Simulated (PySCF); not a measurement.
# C4H5N (cis-3-Cyanopropene): the cost of one run

Programs: PySCF 2.14.0, with density-fitted response routines of our own. Each step states its level of theory. These are calculated values for one molecule in the gas phase, unless marked as measured. Atoms count from 0, in the outputs and in this text.

## 1. The starting structure

10 atoms, charge 0, multiplicity 1; geometry from: GFN2-xTB. The atoms were then displaced at random by about 0.01 Å, so the start is not that level's minimum.

Bonds of the start (Å): C0–C1 1.30, C1–C2 1.50, C2–C3 1.48, C3–N4 1.12, C0–H5 1.10, C0–H6 1.07, C1–H7 1.08, C2–H8 1.07, C2–H9 1.11.

## 2. Optimising the geometry at PBE0-D3(BJ)/def2-SVP

The job: settings as JSON, then the geometry in Å.

```
{"job": {"xc": "PBE0", "basis": "def2-SVP", "d3": "d3bj", "grid": 1, "shake": 0.01, "kind": "geom"}, "charge": 0, "multiplicity": 1}
C     -1.590600    -0.397880    -0.081030
C     -0.471250    -0.124460     0.514980
C      0.651570     0.619670    -0.137480
C      1.862790    -0.232040    -0.225100
N      2.733920    -0.932730    -0.296240
H     -1.812500    -0.048220    -1.098420
H     -2.394550    -0.907990     0.409480
H     -0.266640    -0.448860     1.524360
H      0.395910     0.958520    -1.114750
H      0.941770     1.493080     0.483130
```

On the command line:

```bash
$ OMP_NUM_THREADS=1 python probes_run.py task.json out
```

The driver reads the jobs from task.json and runs them one after another.

Q: Estimate the wall time and peak memory of this first job on 1 thread of Arm Neoverse V2, shared host.

About 19 s, with a peak of 0.39 GiB.
